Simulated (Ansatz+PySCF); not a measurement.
A calculation with Ansatz (development build ahead of 0.2.0).

```yaml
crystal:
  periodic: [false, false, false]
  atoms:
    - { symbol: C, position_ang: [0.0, 0.0, 0.0] }
    - { symbol: H, position_ang: [1.05983, 0.0, 0.0] }
    - { symbol: H, position_ang: [-1.05983, 0.0, 0.0] }
basis:
  gaussian: { orbitals: "6-31G" }
total_charge: 1
magnetization:
  initial_magnetization: 3
hamiltonian:
  xc: hf
correlation:
  method: ccsd_t
  frozen_orbitals: { C: 1, H: 0 }
scf:
  omitted_lower_state_checks: [stability, starts, atomic_configurations, cluster_reference, orbital_swaps, given_window_search, neighbouring_geometries, increment]
```

The input is written out in the form of the current development build from the run's settings. Correlation on restricted open-shell orbitals is semicanonical, with singles.

The run gave:

- Converged: yes
- Reference energy: -38.31670 hartree
- CCSD correlation energy: -0.05337 hartree
- Triples correction: -0.00048 hartree
- Total energy: -38.37055 hartree
- Spin squared of the determinant: 3.750
- T1 diagnostic: 0.018
- Largest doubles amplitude: 0.08
- Occupied orbitals by symmetry in an Abelian subgroup (alpha; beta): 2 Ag 1 B1u 1 B2u 1 B3u; 2 Ag
